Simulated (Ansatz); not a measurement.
Mulliken charges of AlH3O2, SMILES `[OH][AlH][OH]` from ωB97M-V/def2-TZVPP in Ansatz (PBE0-D4/def2-TZVP geometry).

| atom | x (Å) | y (Å) | z (Å) | charge (e) |
| --- | --- | --- | --- | --- |
| O1 | -1.271 | -0.307 | -0.753 | -0.400 |
| Al2 | 0.269 | 0.307 | -0.419 | 0.598 |
| O3 | 1.096 | 0.056 | 1.036 | -0.400 |
| H4 | -1.809 | -0.839 | -0.172 | 0.155 |
| H5 | 0.974 | 1.161 | -1.525 | -0.109 |
| H6 | 0.784 | -0.442 | 1.788 | 0.155 |

Problem. By hand: the dipole of these point charges (1 e Å = 4.8032 D).

Solution. Σ q r = (-0.034, -0.041, 0.053) e Å, of length 0.075 e Å = 0.36 D.

Problem. How does the dipole of the full density compare? (Estimate.)

Solution. The calculation gave: (-0.228, -0.276, 0.357) e Å, 2.43 D; the point charges give 0.15 times that, at 0° from its direction.

Point charges leave out the atoms' own dipoles, such as those of lone pairs, and Mulliken's split depends on the basis, so the two needn't agree.
